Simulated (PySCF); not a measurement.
**Does the structure fit the spectrum?**

A compound C6H10 gives the data below (simulated from a calculation) and was assigned the structure `CCC1=C(C)C1`.

13C{1H} NMR (computed): δ 135.0 (CH, 2C), 29.7 (CH2, 2C), 26.4 (CH2, 2C).

1H NMR (600 MHz, computed): δ 6.02 (m, 2H), 2.14 (m, 4H), 1.62 (m, 4H).

[PySCF: geometry from GFN2-xTB; shielding tensors at PBE0/pcSseg-1 (GIAO); no relativistic terms; averaged over atoms made equivalent by symmetry, fast rotation or ring inversion; one computed conformer; no solvent model]

Referencing at the same level of theory: 1H (31.72 ppm) and 13C (186.93 ppm) vs TMS.

Problem. Compare with the shifts computed for the proposed structure, pairing carbons in order of shift.

Solution. Structure with atom numbers: `[CH3:1][CH2:2][C:3]1=[C:4]([CH3:5])[CH2:6]1`; H(Xn) means a hydrogen on atom n.

```tsv
atom	computed for proposal	given list	difference
C3	120.8	135.0	-14.2
C4	115.6	135.0	-19.4
C2	26.2	29.7	-3.5
C1	15.2	29.7	-14.5
C5	14.2	26.4	-12.2
C6	12.2	26.4	-14.2
```

The rms difference is 13.8 ppm and the largest -19.4 ppm at C4 (fully substituted alkene carbon). The proposal also would give 6 carbon signals, not 3. The carbon types in order of shift don't match either: C, C, CH2, CH3, CH3, CH2 for the proposal against CH, CH, CH2, CH2, CH2, CH2 in the data. The proposal doesn't fit.

Problem. Which isomer fits?

Solution. cyclohexene (SMILES C1=CCCCC1).

- Carbon types of the structure: 2 × CH, 4 × CH2, which accounts for all hydrogens.
- δC 135.0: alkene CH; an sp2 carbon of a C=C bond.
- δC 26.4: sp3 CH2 in a ring; a saturated carbon with 2 carbon neighbours and no heteroatom attached.
- δH 6.02: hydrogen on an alkene CH; attached to an sp2 carbon and in the plane of the double bond.
- δH 2.14: hydrogen on an allylic sp3 CH2; allylic position.

Other isomers checked: C#CC(C)(C)C (rms 29.3 ppm); CC=C=CCC (rms 44.3 ppm).

This is the structure that produced the data.

Shifts are as computed. Against solution values, carbons near 30 ppm lie about +3 ppm off and those near 130 ppm about +5 ppm. Of 1211 compounds with measured shifts, 218 miss one by over three times the rms of a fit or turn the order of signals round; such compounds aren't used in these exercises. Multiplicities follow the n + 1 count of equivalent neighbours, as no J values were calculated; m marks all less simple cases, F and P coupling included.
